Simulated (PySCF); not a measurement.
**Molecular orbitals of CN**

HSE06 at R = 1.168 Å; PySCF, no relativity, basis sets C def2-SVPD, N def2-SVPD. State: ²Σ⁺ (doublet), unpaired electrons σ ↑. Only the outer orbitals are listed, counted within each symmetry.

| spin | orbital | occ. | ε (eV) | on C (%) | main shells (%) |
| --- | --- | --- | --- | --- | --- |
| α | 3σ | 1 | -26.07 | 49 | 43 N s, 34 C s, 14 C p |
| α | 4σ | 1 | -13.60 | 70 | 48 C s, 23 C p, 19 N s |
| α | 5σ | 1 | -11.04 | 29 | 41 N p, 29 N s, 28 C p |
| α | 1π | 1 | -10.60 | 49 | 51 N p, 48 C p |
| α | 1π | 1 | -10.60 | 49 | 51 N p, 48 C p |
| α | 2π | 0 | -0.71 | 58 | 44 C p, 38 N p, 13 C d |
| α | 2π | 0 | -0.71 | 58 | 44 C p, 38 N p, 13 C d |
| β | 3σ | 1 | -25.54 | 45 | 47 N s, 31 C s, 14 C p |
| β | 4σ | 1 | -11.56 | 26 | 38 N s, 35 N p, 28 C s |
| β | 1π | 1 | -10.37 | 41 | 58 N p, 39 C p |
| β | 1π | 1 | -10.37 | 41 | 58 N p, 39 C p |
| β | 5σ | 0 | -6.74 | 76 | 41 C p, 35 C s, 16 N p |
| β | 2π | 0 | 0.07 | 63 | 52 C p, 32 N p, 11 C d |
| β | 2π | 0 | 0.07 | 63 | 52 C p, 32 N p, 11 C d |

**Question.** Which are the highest filled and the lowest empty level, where do they sit, and how wide is the gap?

**Answer.** Highest filled β 1π at -10.37 eV (in %: 58 N p, 39 C p); lowest empty β 5σ at -6.74 eV (in %: 41 C p, 35 C s, 16 N p); the gap at HSE06 is 3.63 eV.

- bond order (Mayer): 2.97
- ⟨S²⟩: 0.766
- charge on C (Mulliken, basis-dependent): -0.01
- charge on C (Löwdin, basis-dependent): 0.06
- dipole moment (positive dipole means C(−)N(+)): -1.58 D

The state is the lowest determinant that a PBE0 search found; another state may lie lower at other levels.
